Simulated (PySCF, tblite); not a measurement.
**A complex of cyanamide and 2 × hydrogen fluoride**

A gas-phase complex of cyanamide and 2 × hydrogen fluoride; neutral, singlet. The structure comes from a short search (6 tight-binding starts) and was relaxed by PBE0-D3(BJ)/def2-SVPD; another way of binding may lie lower. Frequencies by PBE0-D3(BJ)/def2-SVPD show no clear imaginary mode.

| part | name | SMILES | atoms | charge | multiplicity |
| --- | --- | --- | --- | --- | --- |
| 1 | cyanamide | N#CN | 1–5 | 0 | 1 |
| 2 | hydrogen fluoride | F | 6–7 | 0 | 1 |
| 3 | hydrogen fluoride | F | 8–9 | 0 | 1 |

```tsv
atom	part	x (Å)	y (Å)	z (Å)
N1	1	-0.461	-0.527	0.681
C2	1	0.459	0.183	0.056
N3	1	1.250	0.868	-0.450
H4	1	-0.560	-1.498	0.412
H5	1	-1.334	-0.022	0.819
F6	2	0.138	2.789	-1.698
H7	2	0.745	2.123	-1.351
F8	3	-1.866	1.873	-0.387
H9	3	-1.212	2.309	-0.913
```

Contacts between parts, classed by geometry: H7···N3 1.626 Å (hydrogen bond, 158°); H9···F6 1.634 Å (hydrogen bond, 167°); H5···F8 2.308 Å (hydrogen bond, 122°).

Interaction energies are complex less parts, with the parts frozen as they stand in it; counterpoise-corrected, in kcal/mol (PySCF).

(1) How strongly do the parts interact, level by level?

(2) What holds them together? Decompose the wB97M-D3(BJ)/def2-TZVPD energy: frozen parts, their antisymmetrised product, then relaxation.

The parts were also relaxed and run alone, at the levels used for the complex: vibrations by PBE0-D3(BJ)/def2-SVPD; shieldings by PBE0/pcSseg-2.

Values alone: F6–H7 bond (Å): 0.920; stretch carried by H7 (cm⁻¹, harmonic): 4151; its infrared intensity (km/mol): 127; shielding of H7 (ppm): 29.19; shielding of N3 (ppm): 14.7; shielding of H9 (ppm): 29.19; shielding of F6 (ppm): 410.9.

(3) What does binding change?

## Answers

(1) 
```tsv
level	interaction	superposition error removed
wB97M-D3(BJ)/def2-TZVPD	-22.05	-0.23
PBE0-D3(BJ)/def2-TZVPD	-23.76	-0.21
```

(2) electrostatic -32.7, Pauli repulsion +36.5, orbital relaxation -23.9, dispersion correction -2.3 kcal/mol, which sum to the value before the counterpoise correction; the Pauli term holds the exchange-correlation of the frozen density too. Of the attraction, 56 % is electrostatic, 41 % is orbital relaxation, 4 % is dispersion correction.

(3) 
| property | alone | in the complex | change |
| --- | --- | --- | --- |
| F6–H7 bond (Å) | 0.920 | 0.965 | +0.045 |
| stretch carried by H7 (cm⁻¹, harmonic) | 4151 | 3194 | -956 |
| its infrared intensity (km/mol) | 127 | 1274 |  |
| shielding of H7 (ppm) | 29.19 | 21.15 | -8.04 |
| shielding of N3 (ppm) | 14.7 | 41.7 | +27.0 |
| shielding of H9 (ppm) | 29.19 | 23.35 | -5.84 |
| shielding of F6 (ppm) | 410.9 | 358.6 | -52.3 |

Density functionals tend to overstate the lengthening and the red shift of so strongly bound an X–H bond.

The 4 runs behind this took 8.1 min in all, one thread each of Arm Neoverse V2 on a shared host, launched as `OMP_NUM_THREADS=1 python cluster_run.py task.json out`.
